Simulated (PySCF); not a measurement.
## Telling isomers of C5H10O apart by NMR

- geometry from PBE0-D3(BJ)/def2-SVP
- shielding tensors at PBE0/pcSseg-1 (GIAO)
- J: B3LYP/pcJ-1 (spin–dipole term left out of most H,H and C,H couplings)
- code: PySCF 2.14
- no solvent, rapidly exchanging positions averaged, single conformer, no relativistic terms

Scale: TMS for 1H (σ = 31.27 ppm), 13C (σ = 184.41 ppm) (reference shieldings calculated alike). Multiplet labels drop J under 1 Hz and among equivalent protons, and merge close values. Unscaled 3J(H,H) run several per cent high. Shifts are as computed. Against solution values, carbons near 30 ppm lie about +2 ppm off and those near 130 ppm about +5 ppm. Of 1313 compounds with measured shifts, 239 miss one by over three times the rms of a fit or turn the order of signals round; such compounds aren't used in these exercises.

(1) Tabulate the signals of `C1CCOCC1`, `CCC(=O)CC` and their relative energies.

(2) What is the quickest way to tell C1CCOCC1 from CCC(=O)CC?

## Answers

(1) 
```json
{"SMILES": "C1CCOCC1", "carbon types": "5×CH2", "δC": "69.4, 28.5, 25.8", "δH": "3.49 (m, 4H), 1.45 (m, 2H), 1.31 (m, 4H)", "E rel. (kcal/mol)": "7.3"}
{"SMILES": "CCC(=O)CC", "carbon types": "1×C 2×CH2 2×CH3", "δC": "213.5, 37.2, 8.7", "δH": "2.23 (m, 4H), 1.03 (m, 6H)", "E rel. (kcal/mol)": "0.0"}
```

Energies are electronic energies at PBE0/pcSseg-1 on these geometries, without zero-point or thermal terms, each for the one conformer computed, which needn't be the lowest.

(2) Both give the same number of carbon signals, but DEPT or the intensities differ. The first has an sp3 CH2 bonded to O at 69.4 ppm, the second a ketone carbonyl carbon (C) at 213.5 ppm. In the proton spectra the most deshielded non-exchanging signals are 3.49 (m, 4H) and 2.23 (m, 4H).
